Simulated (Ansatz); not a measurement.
**AlNH+ (quintet): the correlation ladder, 6-31G**

Aim: climb from Hartree-Fock through coupled cluster for AlNH+ (quintet) at one geometry and basis, and see what each rung misses.

The runs use Ansatz 0.2.0, Gaussian basis; 6-31G, core rule «outside noble gas», up to 6 orbitals frozen.

Plan: UHF; CCSD(T) on ROHF; CCSD(T) on UHF; BCCD(T) on ROHF; CISD; CCSDT(Q) on ROHF; CCSDT(Q) on UHF; CISDTQ; CCSDTQ on ROHF; CCSDTQ on UHF; Full CI.

18 further runs of the same task are left out: 3 for a known fault of the program, 5 that didn't finish, 10 set aside as unsound or not needed.

### 1 The system

The geometry is a PBE0/def2-TZVP stationary point (not a proven minimum) of the parent state, kept for this charge and spin.

3 atoms, charge 1, spin multiplicity 5.

Atoms are counted from 1 here; the program's logs count them from 0.

Bond lengths: Al1–N2 1.919 Å, Al1–H3 1.612 Å. Angles: N2–Al1–H3 112.5°.

Coordinates:

```xyz
3
charge 1, multiplicity 5
Al    0.0000   -0.1047    0.6174
N     0.0000    0.1075   -1.2897
H     0.0000    1.3076    1.3949
```

### 2 UHF

Contents of in.yaml:

```yaml
crystal:
  periodic: [false, false, false]
  atoms:
    - {symbol: Al, position_ang: [0.000000, -0.104664, 0.617425]}
    - {symbol: N, position_ang: [0.000000, 0.107524, -1.289743]}
    - {symbol: H, position_ang: [0.000000, 1.307572, 1.394905]}
basis:
  gaussian: {orbitals: 6-31G}
total_charge: 1
magnetization: {spin_polarized: true, initial_magnetization: 4}
hamiltonian: {xc: hf}
output: {orbitals: {seedname: orbitals}}
```

Run with:

```console
$ ansatz run in.yaml --threads 1 --pin off --events-out ev --progress --plain --max-ram 2393MiB
```

After this run come: CCSD(T) on ROHF; CCSD(T) on UHF; BCCD(T) on ROHF; CISD; CCSDT(Q) on ROHF; CCSDT(Q) on UHF; CISDTQ; CCSDTQ on ROHF; CCSDTQ on UHF; Full CI.

Q: Predict the results of all the runs planned. Wanted: FCI below the RHF energy; RMP2 from FCI; UMP2 from FCI; RCCSD from FCI; RCCSD(T) from FCI; UCCSD(T) from FCI; RCCSDT(Q) from FCI; UCCSDT(Q) from FCI; T1 diagnostic.

**Answer**, as computed:

| quantity | value |
| --- | --- |
| FCI below the RHF energy | -2.0447 eV |
| RMP2 from FCI | +662.0 meV |
| UMP2 from FCI | +589.7 meV |
| RCCSD from FCI | +53.1 meV |
| RCCSD(T) from FCI | +17.5 meV |
| UCCSD(T) from FCI | +13.3 meV |
| RCCSDT(Q) from FCI | 0.0 meV |
| UCCSDT(Q) from FCI | -2.0 meV |
| levels within 1 kcal/mol (43 meV) | UCCSD, RCCSD(T), UCCSD(T), BCCD(T), RCCSDT, UCCSDT, CISDTQ, RCCSDT(Q), UCCSDT(Q), RCCSDTQ, UCCSDTQ |
| T1 diagnostic | 0.043 |
| effectively unpaired electrons | 4.02 |

RCCSD(T) lands +17.5 meV from the yardstick (0.9 % of the correlation energy). UCCSDTQ falls below full CI: unrestricted runs freeze a spin-polarised core, another one than full CI's, and coupled cluster isn't variational. The occupations are near whole numbers, but T1 = 0.043 shows that the orbitals relax strongly. These misses are within one basis, not against nature; the frozen cores of restricted and unrestricted runs differ, which can shift their rows.
